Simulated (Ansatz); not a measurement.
# BH6N2: the cost of one run

All numbers below are computed with Ansatz 0.2.0 (UKS PBE/6-31G*).

## (1) Starting point

Bond lengths: B1–N3 1.550 Å, N3–H4 1.060 Å, N3–H5 1.060 Å, B1–N6 1.550 Å, N6–H7 1.060 Å, N6–H8 1.060 Å. Angles: B1–N3–H4 120.0°, B1–N3–H5 120.0°, H4–N3–H5 120.0°, N3–B1–N6 120.0°, B1–N6–H7 120.0°, B1–N6–H8 120.0°, H7–N6–H8 120.0°.

Coordinates:

```xyz
9

B     0.0000    0.0000    0.0000
H     0.0000    0.0000    1.4400
N     1.3423    0.0000   -0.7750
H     1.8089   -0.9179   -1.0268
H     1.7937    0.9179   -1.0532
N    -1.3423    0.0000   -0.7750
H    -2.0112   -0.8164   -0.6764
H    -1.5914    0.8164   -1.4036
H     0.0000    0.0000    2.4000
```

## (2) Pulling towards end A

Springs on the bonds that form and break draw the guess towards this end; the thresholds are loose.

Contents of input.yaml:

```yaml
crystal:
  periodic: [false, false, false]
  atoms:
    - { symbol: B, position_ang: [0.0, 0.0, 0.0] }
    - { symbol: H, position_ang: [0.0, 0.0, 1.44] }
    - { symbol: "N", position_ang: [1.3423, 0.0, -0.775] }
    - { symbol: H, position_ang: [1.8089, -0.9179, -1.0268] }
    - { symbol: H, position_ang: [1.7937, 0.9179, -1.0532] }
    - { symbol: "N", position_ang: [-1.3423, 0.0, -0.775] }
    - { symbol: H, position_ang: [-2.0112, -0.8164, -0.6764] }
    - { symbol: H, position_ang: [-1.5914, 0.8164, -1.4036] }
    - { symbol: H, position_ang: [0.0, 0.0, 2.4] }
magnetization:
  spin_polarized: true
  initial_magnetization: 1
basis:
  gaussian: { orbitals: "6-31G*" }
hamiltonian:
  xc: pbe
relax:
  f_tol: 0.15
  max_steps: 25
  restrain:
    - { distance: [1, 8], at: 1.86, k: 30.0 }
    - { distance: [0, 1], at: 1.19, k: 30.0 }
output:
  orbitals: {}
```

Command:

```console
$ ansatz run input.yaml --threads 1 --pin off --max-ram 2048MiB --backend cpu --events-out ev --progress --plain --runs-dir out
```

Q: Estimate wall time and peak memory on 1 thread of Arm Neoverse V2, shared host.

About 29 s, with a peak of 0.13 GiB.
